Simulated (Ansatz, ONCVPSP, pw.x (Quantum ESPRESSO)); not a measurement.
pw.x on fcc Ni: one setting changed

Potential: optimised norm-conserving Vanderbilt (ONCV), ONCVPSP 4.0.1.1 (patched build), PBE; core [Ne], reference 3s2 3p6 3d8 4s1.5 4p0.5; waves: 3s+4s: rc 1.56 bohr, ncon 4, nbas 7, qcut 10.6 1/bohr, 2 projectors; 3p+4p: rc 1.50 bohr, ncon 4, nbas 9, qcut 13 1/bohr, 2 projectors; 3d: rc 1.92 bohr, ncon 4, nbas 9, qcut 8.8 1/bohr, 1 projector; local part: polynomial inside 1.44 bohr (lpopt 5, dvloc0 -1 Ha); core correction: none.

The reference run (k-mesh 16³, cutoffs 115/460 Ry, Fermi–Dirac 0.01 Ry, mixing_beta 0.4, conv_thr 1e-9, no spin) gives 2.34 GPa at 10.905 Å³/atom, where all-electron LAPW gives -0.50 GPa. This run, with its own iteration cap, changes mixing_beta to 0.1.

```
&control
  calculation='scf', prefix='x', pseudo_dir='./', outdir='./tmp', tstress=.true., disk_io='none'
/
&system
  ibrav=0, nat=1, ntyp=1, ecutwfc=115, ecutrho=460, nbnd=17,
  occupations='smearing', smearing='fd', degauss=0.01
/
&electrons
  conv_thr=1e-09, mixing_beta=0.1, electron_maxstep=70
/
ATOMIC_SPECIES
Ni 1.0 Ni.UPF
CELL_PARAMETERS angstrom
  0.00000000 1.76007791 1.76007791
  1.76007791 0.00000000 1.76007791
  1.76007791 1.76007791 0.00000000
ATOMIC_POSITIONS crystal
Ni 0.0000 0.0000 0.0000
K_POINTS automatic
16 16 16 0 0 0
```

```bash
pw.x < Ni.scf.in > Ni.scf.out
```

Question: How does the run end?

Answer: It converges in 9 iterations; the free energy moves by +0.0 meV/atom and the pressure by +0.04 GPa. The result is that of the reference run.

```
Message from routine setup:
     using ibrav=0 with symmetry is DISCOURAGED, use correct ibrav instead
     lattice parameter (alat)  =       4.7038  a.u.
     unit-cell volume          =      73.5906 (a.u.)^3
     number of electrons       =        18.00
     number of Kohn-Sham states=           17
     kinetic-energy cutoff     =     115.0000  Ry
     charge density cutoff     =     460.0000  Ry
     scf convergence threshold =      1.0E-09
     Exchange-correlation= PBE
     number of k points=   145  Fermi-Dirac smearing, width (Ry)=  0.0100
     iteration #  1     ecut=   115.00 Ry     beta= 0.10
     total energy              =    -321.03318466 Ry
     estimated scf accuracy    <       0.00133020 Ry
     iteration #  2     ecut=   115.00 Ry     beta= 0.10
     total energy              =    -321.03293530 Ry
     estimated scf accuracy    <       0.00102017 Ry
     iteration #  3     ecut=   115.00 Ry     beta= 0.10
     total energy              =    -321.03297041 Ry
     estimated scf accuracy    <       0.00013284 Ry
     iteration #  4     ecut=   115.00 Ry     beta= 0.10
     total energy              =    -321.03299056 Ry
     estimated scf accuracy    <       0.00000759 Ry
     iteration #  5     ecut=   115.00 Ry     beta= 0.10
     total energy              =    -321.03298972 Ry
     estimated scf accuracy    <       0.00000590 Ry
     iteration #  6     ecut=   115.00 Ry     beta= 0.10
     total energy              =    -321.03299074 Ry
     estimated scf accuracy    <       0.00000006 Ry
     iteration #  7     ecut=   115.00 Ry     beta= 0.10
     total energy              =    -321.03299065 Ry
     estimated scf accuracy    <       0.00000019 Ry
     iteration #  8     ecut=   115.00 Ry     beta= 0.10
     total energy              =    -321.03299066 Ry
     estimated scf accuracy    <          6.1E-09 Ry
     iteration #  9     ecut=   115.00 Ry     beta= 0.10
     the Fermi energy is    18.8947 ev
!    total energy              =    -321.03299067 Ry
     estimated scf accuracy    <          6.7E-10 Ry
     smearing contrib. (-TS)   =      -0.01050747 Ry
     The total energy is F=E-TS. E is the sum of the following terms:
     one-electron contribution =    -153.83193448 Ry
     hartree contribution      =      87.67388596 Ry
     xc contribution           =     -31.55322170 Ry
     ewald contribution        =    -223.31121297 Ry
     convergence has been achieved in   9 iterations
          total   stress  (Ry/bohr**3)                   (kbar)     P=       23.78
     Message from routine punch:
     Nothing written, as per user request (disk_io='none')
```

The run took about 63 s on one core of a shared host (Neoverse-V1, 32 threads, 247 GiB, load 24).
